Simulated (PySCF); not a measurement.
# Mg₂: energy against distance

Set-up: Mg x2c-SVPall; spin-free X2C with a Gaussian nucleus (PySCF 2.14). Energies in eV from Mg + Mg in their ground configurations at the same level. State: ¹Σg⁺ (singlet), closed shell.

```csv
R (Å),RHF-CCSD
3.258,0.0972
3.403,0.0546
3.511,0.0325
3.620,0.0163
3.729,0.0045
3.873,-0.0067
4.054,-0.0156
4.272,-0.0216
```

Correlated steps freeze 2 core orbitals.
